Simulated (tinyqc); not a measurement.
Inside a calculation (part 1 of 2). Method: RHF in the sto-3g basis, for H2O, spin multiplicity 1. Computed by tinyqc, a small Python program that keeps every step (integrals from PySCF). Settings: charge = 0, multiplicity = 1, basis = sto-3g, energy threshold = 1e-10, iteration cap = 68, orthogonalisation = symmetric, start = highest core orbitals, DIIS depth = 8, DIIS from iteration = 2, method = RHF. Command: `OMP_NUM_THREADS=1 python tinyqc.py 24484 24485 out.jsonl` (the two numbers bound the seeds that draw the settings). One thread of a shared host (Intel(R) Xeon(R) Processor @ 2.60GHz), about 0.06 s of CPU time with the checks. Later iterations appear only in the table of the cycle.

## One-electron integrals

Geometry (angstrom):
```
atom         x          y         z
O     0.000000   0.000000  0.000000
H     0.000000   0.712000  0.591000
H     0.000000  -0.712000  0.591000
```

Basis sto-3g: exponents (1/bohr^2) and contraction coefficients of normalised primitives:
```
element  l (shell)    exponent  coefficient
O            s (1)  130.709320     0.154329
O            s (1)   23.808861     0.535328
O            s (1)    6.443608     0.444635
O            s (2)    5.033151    -0.099967
O            s (2)    1.169596     0.399513
O            s (2)    0.380389     0.700115
O            p (3)    5.033151     0.155916
O            p (3)    1.169596     0.607684
O            p (3)    0.380389     0.391957
H            s (1)    3.425251     0.154329
H            s (1)    0.623914     0.535328
H            s (1)    0.168855     0.444635
```

Overlap, kinetic and nuclear-attraction integrals over the contracted functions; the nuclear repulsion is the sum of Za Zb / Rab.

nuclear repulsion = 9.52174109 hartree

overlap S, order 1O 1s, 1O 2s, 1O 2px, 1O 2py, 1O 2pz, 2H 1s, 3H 1s:
$$\begin{pmatrix}
1.000000 & 0.236704 & 0.000000 & 0.000000 & 0.000000 & 0.058208 & 0.058208 \\
0.236704 & 1.000000 & 0.000000 & 0.000000 & 0.000000 & 0.495949 & 0.495949 \\
0.000000 & 0.000000 & 1.000000 & 0.000000 & 0.000000 & 0.000000 & 0.000000 \\
0.000000 & 0.000000 & 0.000000 & 1.000000 & 0.000000 & 0.311086 & -0.311086 \\
0.000000 & 0.000000 & 0.000000 & 0.000000 & 1.000000 & 0.258219 & 0.258219 \\
0.058208 & 0.495949 & 0.000000 & 0.311086 & 0.258219 & 1.000000 & 0.285962 \\
0.058208 & 0.495949 & 0.000000 & -0.311086 & 0.258219 & 0.285962 & 1.000000
\end{pmatrix}$$

kinetic energy T (hartree), order 1O 1s, 1O 2s, 1O 2px, 1O 2py, 1O 2pz, 2H 1s, 3H 1s:
$$\begin{pmatrix}
29.003200 & -0.168011 & 0.000000 & 0.000000 & 0.000000 & -0.000049 & -0.000049 \\
-0.168011 & 0.808128 & 0.000000 & 0.000000 & 0.000000 & 0.144501 & 0.144501 \\
0.000000 & 0.000000 & 2.528731 & 0.000000 & 0.000000 & 0.000000 & 0.000000 \\
0.000000 & 0.000000 & 0.000000 & 2.528731 & 0.000000 & 0.238069 & -0.238069 \\
0.000000 & 0.000000 & 0.000000 & 0.000000 & 2.528731 & 0.197611 & 0.197611 \\
-0.000049 & 0.144501 & 0.000000 & 0.238069 & 0.197611 & 0.760032 & 0.017006 \\
-0.000049 & 0.144501 & 0.000000 & -0.238069 & 0.197611 & 0.017006 & 0.760032
\end{pmatrix}$$

nuclear attraction V (hartree), order 1O 1s, 1O 2s, 1O 2px, 1O 2py, 1O 2pz, 2H 1s, 3H 1s:
$$\begin{pmatrix}
-61.762221 & -7.453813 & 0.000000 & 0.000000 & -0.021219 & -1.888682 & -1.888682 \\
-7.453813 & -10.177209 & 0.000000 & 0.000000 & -0.246418 & -4.099697 & -4.099697 \\
0.000000 & 0.000000 & -10.014320 & 0.000000 & 0.000000 & 0.000000 & 0.000000 \\
0.000000 & 0.000000 & 0.000000 & -10.173732 & 0.000000 & -2.289177 & 2.289177 \\
-0.021219 & -0.246418 & 0.000000 & 0.000000 & -10.124154 & -1.987097 & -1.987097 \\
-1.888682 & -4.099697 & 0.000000 & -2.289177 & -1.987097 & -5.982719 & -1.865986 \\
-1.888682 & -4.099697 & 0.000000 & 2.289177 & -1.987097 & -1.865986 & -5.982719
\end{pmatrix}$$

core Hamiltonian H = T + V (hartree), order 1O 1s, 1O 2s, 1O 2px, 1O 2py, 1O 2pz, 2H 1s, 3H 1s:
$$\begin{pmatrix}
-32.759021 & -7.621824 & 0.000000 & 0.000000 & -0.021219 & -1.888731 & -1.888731 \\
-7.621824 & -9.369081 & 0.000000 & 0.000000 & -0.246418 & -3.955196 & -3.955196 \\
0.000000 & 0.000000 & -7.485589 & 0.000000 & 0.000000 & 0.000000 & 0.000000 \\
0.000000 & 0.000000 & 0.000000 & -7.645001 & 0.000000 & -2.051108 & 2.051108 \\
-0.021219 & -0.246418 & 0.000000 & 0.000000 & -7.595423 & -1.789486 & -1.789486 \\
-1.888731 & -3.955196 & 0.000000 & -2.051108 & -1.789486 & -5.222687 & -1.848980 \\
-1.888731 & -3.955196 & 0.000000 & 2.051108 & -1.789486 & -1.848980 & -5.222687
\end{pmatrix}$$

## Two-electron integrals

Functions are numbered as in S; the eight-fold symmetry (ij|kl) = (ji|kl) = (kl|ij) leaves the list below.

Two-electron integrals (ij|kl) in chemists' order, unique and non-zero (hartree):
```
(11|11) 4.785065    (21|11) 0.741380    (21|21) 0.136873    (22|11) 1.118947
(22|21) 0.256633    (22|22) 0.817206    (31|31) 0.024477    (32|31) 0.037809
(32|32) 0.180518    (33|11) 1.115814    (33|21) 0.256684    (33|22) 0.817023
(33|33) 0.880159    (41|41) 0.024477    (42|41) 0.037809    (42|42) 0.180518
(43|43) 0.047444    (44|11) 1.115814    (44|21) 0.256684    (44|22) 0.817023
(44|33) 0.785270    (44|44) 0.880159    (51|51) 0.024477    (52|51) 0.037809
(52|52) 0.180518    (53|53) 0.047444    (54|54) 0.047444    (55|11) 1.115814
(55|21) 0.256684    (55|22) 0.817023    (55|33) 0.785270    (55|44) 0.785270
(55|55) 0.880159    (61|11) 0.185442    (61|21) 0.033921    (61|22) 0.063105
(61|33) 0.062987    (61|41) 0.001194    (61|42) 0.002226    (61|44) 0.063201
(61|51) 0.000991    (61|52) 0.001848    (61|54) 0.000178    (61|55) 0.063134
(61|61) 0.008515    (62|11) 0.426275    (62|21) 0.098883    (62|22) 0.345726
(62|33) 0.340073    (62|41) 0.005668    (62|42) 0.042285    (62|44) 0.349926
(62|51) 0.004704    (62|52) 0.035099    (62|54) 0.008178    (62|55) 0.346861
(62|61) 0.024931    (62|62) 0.177193    (63|31) 0.010644    (63|32) 0.060867
(63|43) 0.008910    (63|53) 0.007396    (63|63) 0.026045    (64|11) 0.227865
(64|21) 0.053572    (64|22) 0.200094    (64|33) 0.190902    (64|41) 0.013355
(64|42) 0.084244    (64|44) 0.214369    (64|51) 0.002251    (64|52) 0.019404
(64|54) 0.012083    (64|55) 0.194793    (64|61) 0.014138    (64|62) 0.124574
(64|64) 0.112686    (65|11) 0.189141    (65|21) 0.044468    (65|22) 0.166089
(65|33) 0.158459    (65|41) 0.002251    (65|42) 0.019404    (65|44) 0.163147
(65|51) 0.012512    (65|52) 0.076974    (65|54) 0.012800    (65|55) 0.176480
(65|61) 0.011735    (65|62) 0.103404    (65|64) 0.071916    (65|65) 0.085740
(66|11) 0.547444    (66|21) 0.129050    (66|22) 0.514872    (66|33) 0.493875
(66|41) 0.010070    (66|42) 0.101539    (66|44) 0.530806    (66|51) 0.008359
(66|52) 0.084283    (66|54) 0.030655    (66|55) 0.519320    (66|61) 0.032872
(66|62) 0.323873    (66|64) 0.260272    (66|65) 0.216040    (66|66) 0.774606
(71|11) 0.185442    (71|21) 0.033921    (71|22) 0.063105    (71|33) 0.062987
(71|41) -0.001194   (71|42) -0.002226   (71|44) 0.063201    (71|51) 0.000991
(71|52) 0.001848    (71|54) -0.000178   (71|55) 0.063134    (71|61) 0.008391
(71|62) 0.024197    (71|64) 0.012472    (71|65) 0.011395    (71|66) 0.031512
(71|71) 0.008515    (72|11) 0.426275    (72|21) 0.098883    (72|22) 0.345726
(72|33) 0.340073    (72|41) -0.005668   (72|42) -0.042285   (72|44) 0.349926
(72|51) 0.004704    (72|52) 0.035099    (72|54) -0.008178   (72|55) 0.346861
(72|61) 0.024197    (72|62) 0.147144    (72|64) 0.070658    (72|65) 0.083633
(72|66) 0.225168    (72|71) 0.024931    (72|72) 0.177193    (73|31) 0.010644
(73|32) 0.060867    (73|43) -0.008910   (73|53) 0.007396    (73|63) 0.021027
(73|73) 0.026045    (74|11) -0.227865   (74|21) -0.053572   (74|22) -0.200094
(74|33) -0.190902   (74|41) 0.013355    (74|42) 0.084244    (74|44) -0.214369
(74|51) -0.002251   (74|52) -0.019404   (74|54) 0.012083    (74|55) -0.194793
(74|61) -0.012472   (74|62) -0.070658   (74|64) -0.013246   (74|65) -0.039176
(74|66) -0.093669   (74|71) -0.014138   (74|72) -0.124574   (74|74) 0.112686
(75|11) 0.189141    (75|21) 0.044468    (75|22) 0.166089    (75|33) 0.158459
(75|41) -0.002251   (75|42) -0.019404   (75|44) 0.163147    (75|51) 0.012512
(75|52) 0.076974    (75|54) -0.012800   (75|55) 0.176480    (75|61) 0.011395
(75|62) 0.083633    (75|64) 0.039176    (75|65) 0.067839    (75|66) 0.140914
(75|71) 0.011735    (75|72) 0.103404    (75|74) -0.071916   (75|75) 0.085740
(76|11) 0.184692    (76|21) 0.043227    (76|22) 0.163497    (76|33) 0.159653
(76|44) 0.162652    (76|51) 0.003264    (76|52) 0.028652    (76|55) 0.168012
(76|61) 0.010802    (76|62) 0.083392    (76|64) 0.050280    (76|65) 0.054709
(76|66) 0.156719    (76|71) 0.010802    (76|72) 0.083392    (76|74) -0.050280
(76|75) 0.054709    (76|76) 0.047217    (77|11) 0.547444    (77|21) 0.129050
(77|22) 0.514872    (77|33) 0.493875    (77|41) -0.010070   (77|42) -0.101539
(77|44) 0.530806    (77|51) 0.008359    (77|52) 0.084283    (77|54) -0.030655
(77|55) 0.519320    (77|61) 0.031512    (77|62) 0.225168    (77|64) 0.093669
(77|65) 0.140914    (77|66) 0.362146    (77|71) 0.032872    (77|72) 0.323873
(77|74) -0.260272   (77|75) 0.216040    (77|76) 0.156719    (77|77) 0.774606
```

## Orthogonalisation

S = U s U^T; symmetric (Loewdin) form X = U s^(-1/2) U^T, so that X^T S X = 1.

eigenvalues of S: [0.320989, 0.394426, 0.882840, 1.000000, 1.095160, 1.319612, 1.986973]

X, order 1O 1s, 1O 2s, 1O 2px, 1O 2py, 1O 2pz, 2H 1s, 3H 1s:
$$\begin{pmatrix}
1.024318 & -0.144994 & 0.000000 & 0.000000 & -0.011335 & 0.022477 & 0.022477 \\
-0.144994 & 1.273538 & 0.000000 & 0.000000 & 0.128428 & -0.315218 & -0.315218 \\
0.000000 & 0.000000 & 1.000000 & 0.000000 & 0.000000 & 0.000000 & 0.000000 \\
0.000000 & 0.000000 & 0.000000 & 1.119852 & 0.000000 & -0.242684 & 0.242684 \\
-0.011335 & 0.128428 & 0.000000 & 0.000000 & 1.065554 & -0.161415 & -0.161415 \\
0.022477 & -0.315218 & 0.000000 & -0.242684 & -0.161415 & 1.236921 & -0.106015 \\
0.022477 & -0.315218 & 0.000000 & 0.242684 & -0.161415 & -0.106015 & 1.236921
\end{pmatrix}$$

## Starting guess

The start is the highest orbitals of the core Hamiltonian (a deliberately bad start); D = 2 C_occ C_occ^T.

D at the start, order 1O 1s, 1O 2s, 1O 2px, 1O 2py, 1O 2pz, 2H 1s, 3H 1s:
$$\begin{pmatrix}
0.028130 & -0.168423 & 0.000000 & 0.000000 & 0.151240 & 0.093531 & 0.093531 \\
-0.168423 & 1.284294 & 0.000000 & 0.000000 & -0.375016 & -1.120582 & -1.120582 \\
0.000000 & 0.000000 & 2.000000 & 0.000000 & 0.000000 & 0.000000 & 0.000000 \\
0.000000 & 0.000000 & 0.000000 & 2.743718 & 0.000000 & -1.195359 & 1.195359 \\
0.151240 & -0.375016 & 0.000000 & 0.000000 & 1.833154 & -0.575023 & -0.575023 \\
0.093531 & -1.120582 & 0.000000 & -1.195359 & -0.575023 & 3.371276 & -0.471261 \\
0.093531 & -1.120582 & 0.000000 & 1.195359 & -0.575023 & -0.471261 & 3.371276
\end{pmatrix}$$

## Iteration 1: building the Fock matrix

J_ij = sum D_kl (ij|kl), K_ij = sum D_kl (ik|jl); F = H + J - 0.5 K; E = tr D H + tr D J / 2 - 0.25 tr D K + E_nn.

Coulomb J (hartree), order 1O 1s, 1O 2s, 1O 2px, 1O 2py, 1O 2pz, 2H 1s, 3H 1s:
$$\begin{pmatrix}
8.811707 & 2.032945 & 0.000000 & 0.000000 & -0.027925 & 0.498580 & 0.498580 \\
2.032945 & 6.820665 & 0.000000 & 0.000000 & -0.009143 & 3.046712 & 3.046712 \\
0.000000 & 0.000000 & 6.750111 & 0.000000 & 0.000000 & 0.000000 & 0.000000 \\
0.000000 & 0.000000 & 0.000000 & 6.899799 & 0.000000 & 1.842971 & -1.842971 \\
-0.027925 & -0.009143 & 0.000000 & 0.000000 & 6.807543 & 1.532526 & 1.532526 \\
0.498580 & 3.046712 & 0.000000 & 1.842971 & 1.532526 & 5.178075 & 1.529867 \\
0.498580 & 3.046712 & 0.000000 & -1.842971 & 1.532526 & 1.529867 & 5.178075
\end{pmatrix}$$

exchange K (hartree), order 1O 1s, 1O 2s, 1O 2px, 1O 2py, 1O 2pz, 2H 1s, 3H 1s:
$$\begin{pmatrix}
0.180489 & 0.229532 & 0.000000 & 0.000000 & -0.030632 & 0.061125 & 0.061125 \\
0.229532 & 1.414653 & 0.000000 & 0.000000 & -0.706244 & 0.609594 & 0.609594 \\
0.000000 & 0.000000 & 2.024595 & 0.000000 & 0.000000 & 0.000000 & 0.000000 \\
0.000000 & 0.000000 & 0.000000 & 2.163442 & 0.000000 & 0.600707 & -0.600707 \\
-0.030632 & -0.706244 & 0.000000 & 0.000000 & 1.765023 & 0.196322 & 0.196322 \\
0.061125 & 0.609594 & 0.000000 & 0.600707 & 0.196322 & 1.568745 & 0.310758 \\
0.061125 & 0.609594 & 0.000000 & -0.600707 & 0.196322 & 0.310758 & 1.568745
\end{pmatrix}$$

Fock matrix F (hartree), order 1O 1s, 1O 2s, 1O 2px, 1O 2py, 1O 2pz, 2H 1s, 3H 1s:
$$\begin{pmatrix}
-24.037559 & -5.703646 & 0.000000 & 0.000000 & -0.033829 & -1.420714 & -1.420714 \\
-5.703646 & -3.255742 & 0.000000 & 0.000000 & 0.097560 & -1.213281 & -1.213281 \\
0.000000 & 0.000000 & -1.747776 & 0.000000 & 0.000000 & 0.000000 & 0.000000 \\
0.000000 & 0.000000 & 0.000000 & -1.826922 & 0.000000 & -0.508490 & 0.508490 \\
-0.033829 & 0.097560 & 0.000000 & 0.000000 & -1.670392 & -0.355121 & -0.355121 \\
-1.420714 & -1.213281 & 0.000000 & -0.508490 & -0.355121 & -0.828984 & -0.474492 \\
-1.420714 & -1.213281 & 0.000000 & 0.508490 & -0.355121 & -0.474492 & -0.828984
\end{pmatrix}$$

total energy of this density = -27.56951910 hartree

## Iteration 1: diagonalisation and new density

Diagonalise F' = X^T F X, C = X C', fill 5 alpha and 5 beta electrons from the bottom; D = 2 C_occ C_occ^T. Each column has its largest component positive (the first on a tie).

F' = X^T F X (hartree):
$$\begin{pmatrix}
-23.710182 & -2.634176 & 0.000000 & 0.000000 & -0.054060 & -0.293924 & -0.293924 \\
-2.634176 & -2.186803 & 0.000000 & 0.000000 & 0.168268 & -0.387384 & -0.387384 \\
0.000000 & 0.000000 & -1.747776 & 0.000000 & 0.000000 & 0.000000 & 0.000000 \\
0.000000 & 0.000000 & 0.000000 & -1.780071 & 0.000000 & -0.212574 & 0.212574 \\
-0.054060 & 0.168268 & 0.000000 & 0.000000 & -1.642631 & -0.126938 & -0.126938 \\
-0.293924 & -0.387384 & 0.000000 & -0.212574 & -0.126938 & -0.295071 & -0.103445 \\
-0.293924 & -0.387384 & 0.000000 & 0.212574 & -0.126938 & -0.103445 & -0.295071
\end{pmatrix}$$

orbital energies (hartree): MO1 -24.037623, MO2 -2.052875, MO3 -1.835063, MO4 -1.747776, MO5 -1.642810, MO6 -0.204824, MO7 -0.136635

coefficients C, order 1O 1s, 1O 2s, 1O 2px, 1O 2py, 1O 2pz, 2H 1s, 3H 1s:
$$\begin{pmatrix}
0.999889 & -0.240937 & 0.000000 & 0.000000 & -0.071566 & 0.091871 & 0.000000 \\
0.000286 & 1.042131 & 0.000000 & 0.000000 & 0.317687 & -0.819256 & 0.000000 \\
0.000000 & 0.000000 & 0.000000 & 1.000000 & 0.000000 & 0.000000 & 0.000000 \\
0.000000 & 0.000000 & 1.039817 & 0.000000 & 0.000000 & 0.000000 & -0.539110 \\
0.001321 & -0.240546 & 0.000000 & 0.000000 & 0.986348 & -0.416402 & 0.000000 \\
0.000363 & -0.050912 & -0.067853 & 0.000000 & -0.044942 & 0.872230 & 0.977768 \\
0.000363 & -0.050912 & 0.067853 & 0.000000 & -0.044942 & 0.872230 & -0.977768
\end{pmatrix}$$

D after iteration 1, order 1O 1s, 1O 2s, 1O 2px, 1O 2py, 1O 2pz, 2H 1s, 3H 1s:
$$\begin{pmatrix}
2.125899 & -0.547074 & 0.000000 & 0.000000 & -0.022623 & 0.031691 & 0.031691 \\
-0.547074 & 2.373923 & 0.000000 & 0.000000 & 0.125340 & -0.134669 & -0.134669 \\
0.000000 & 0.000000 & 2.000000 & 0.000000 & 0.000000 & 0.000000 & 0.000000 \\
0.000000 & 0.000000 & 0.000000 & 2.162440 & 0.000000 & -0.141110 & 0.141110 \\
-0.022623 & 0.125340 & 0.000000 & 0.000000 & 2.061493 & -0.064163 & -0.064163 \\
0.031691 & -0.134669 & 0.000000 & -0.141110 & -0.064163 & 0.018432 & 0.000016 \\
0.031691 & -0.134669 & 0.000000 & 0.141110 & -0.064163 & 0.000016 & 0.018432
\end{pmatrix}$$

## Iteration 2: building the Fock matrix

As before.

Coulomb J (hartree), order 1O 1s, 1O 2s, 1O 2px, 1O 2py, 1O 2pz, 2H 1s, 3H 1s:
$$\begin{pmatrix}
18.599340 & 3.547294 & 0.000000 & 0.000000 & 0.001789 & 0.878682 & 0.878682 \\
3.547294 & 8.808234 & 0.000000 & 0.000000 & -0.002731 & 3.626011 & 3.626011 \\
0.000000 & 0.000000 & 8.802637 & 0.000000 & 0.000000 & 0.000000 & 0.000000 \\
0.000000 & 0.000000 & 0.000000 & 8.799684 & 0.000000 & 2.058331 & -2.058331 \\
0.001789 & -0.002731 & 0.000000 & 0.000000 & 8.798952 & 1.706589 & 1.706589 \\
0.878682 & 3.626011 & 0.000000 & 2.058331 & 1.706589 & 5.203252 & 1.677695 \\
0.878682 & 3.626011 & 0.000000 & -2.058331 & 1.706589 & 1.677695 & 5.203252
\end{pmatrix}$$

exchange K (hartree), order 1O 1s, 1O 2s, 1O 2px, 1O 2py, 1O 2pz, 2H 1s, 3H 1s:
$$\begin{pmatrix}
9.843278 & 1.717010 & 0.000000 & 0.000000 & 0.000732 & 0.445872 & 0.445872 \\
1.717010 & 2.873665 & 0.000000 & 0.000000 & 0.008940 & 1.129290 & 1.129290 \\
0.000000 & 0.000000 & 2.362521 & 0.000000 & 0.000000 & 0.000000 & 0.000000 \\
0.000000 & 0.000000 & 0.000000 & 2.371558 & 0.000000 & 0.519290 & -0.519290 \\
0.000732 & 0.008940 & 0.000000 & 0.000000 & 2.361898 & 0.440787 & 0.440787 \\
0.445872 & 1.129290 & 0.000000 & 0.519290 & 0.440787 & 0.723597 & 0.426882 \\
0.445872 & 1.129290 & 0.000000 & -0.519290 & 0.440787 & 0.426882 & 0.723597
\end{pmatrix}$$

Fock matrix F (hartree), order 1O 1s, 1O 2s, 1O 2px, 1O 2py, 1O 2pz, 2H 1s, 3H 1s:
$$\begin{pmatrix}
-19.081320 & -4.933035 & 0.000000 & 0.000000 & -0.019797 & -1.232986 & -1.232986 \\
-4.933035 & -1.997679 & 0.000000 & 0.000000 & -0.253620 & -0.893831 & -0.893831 \\
0.000000 & 0.000000 & 0.135788 & 0.000000 & 0.000000 & 0.000000 & 0.000000 \\
0.000000 & 0.000000 & 0.000000 & -0.031096 & 0.000000 & -0.252422 & 0.252422 \\
-0.019797 & -0.253620 & 0.000000 & 0.000000 & 0.022580 & -0.303291 & -0.303291 \\
-1.232986 & -0.893831 & 0.000000 & -0.252422 & -0.303291 & -0.381233 & -0.384726 \\
-1.232986 & -0.893831 & 0.000000 & 0.252422 & -0.303291 & -0.384726 & -0.381233
\end{pmatrix}$$

total energy of this density = -73.79866724 hartree

## Iteration 2: diagonalisation and new density

As before.

F' = X^T F X (hartree):
$$\begin{pmatrix}
-18.700063 & -2.652015 & 0.000000 & 0.000000 & -0.029359 & -0.208972 & -0.208972 \\
-2.652015 & -0.794443 & 0.000000 & 0.000000 & -0.025498 & -0.488300 & -0.488300 \\
0.000000 & 0.000000 & 0.135788 & 0.000000 & 0.000000 & 0.000000 & 0.000000 \\
0.000000 & 0.000000 & 0.000000 & 0.235818 & 0.000000 & -0.402035 & 0.402035 \\
-0.029359 & -0.025498 & 0.000000 & 0.000000 & 0.169503 & -0.297568 & -0.297568 \\
-0.208972 & -0.488300 & 0.000000 & -0.402035 & -0.297568 & 0.198047 & -0.133657 \\
-0.208972 & -0.488300 & 0.000000 & 0.402035 & -0.297568 & -0.133657 & 0.198047
\end{pmatrix}$$

orbital energies (hartree): MO1 -19.092698, MO2 -0.918512, MO3 -0.286821, MO4 0.020415, MO5 0.135788, MO6 0.730182, MO7 0.854343

coefficients C, order 1O 1s, 1O 2s, 1O 2px, 1O 2py, 1O 2pz, 2H 1s, 3H 1s:
$$\begin{pmatrix}
0.993122 & -0.218719 & 0.000000 & 0.139204 & 0.000000 & -0.133725 & 0.000000 \\
0.031285 & 0.742456 & 0.000000 & -0.680165 & 0.000000 & 0.918313 & 0.000000 \\
0.000000 & 0.000000 & 0.000000 & 0.000000 & 1.000000 & 0.000000 & 0.000000 \\
0.000000 & 0.000000 & 0.592187 & 0.000000 & 0.000000 & 0.000000 & 1.010532 \\
0.004907 & 0.223301 & 0.000000 & 0.723094 & 0.000000 & 0.794597 & 0.000000 \\
-0.007154 & 0.197959 & 0.463972 & 0.277599 & 0.000000 & -0.805666 & -0.863345 \\
-0.007154 & 0.197959 & -0.463972 & 0.277599 & 0.000000 & -0.805666 & 0.863345
\end{pmatrix}$$

D after iteration 2, order 1O 1s, 1O 2s, 1O 2px, 1O 2py, 1O 2pz, 2H 1s, 3H 1s:
$$\begin{pmatrix}
2.107015 & -0.452003 & 0.000000 & 0.000000 & 0.113381 & -0.023518 & -0.023518 \\
-0.452003 & 2.029689 & 0.000000 & 0.000000 & -0.651757 & -0.084123 & -0.084123 \\
0.000000 & 0.000000 & 2.000000 & 0.000000 & 0.000000 & 0.000000 & 0.000000 \\
0.000000 & 0.000000 & 0.000000 & 0.701370 & 0.000000 & 0.549516 & -0.549516 \\
0.113381 & -0.651757 & 0.000000 & 0.000000 & 1.145506 & 0.489800 & 0.489800 \\
-0.023518 & -0.084123 & 0.000000 & 0.549516 & 0.489800 & 0.663140 & -0.197939 \\
-0.023518 & -0.084123 & 0.000000 & -0.549516 & 0.489800 & -0.197939 & 0.663140
\end{pmatrix}$$
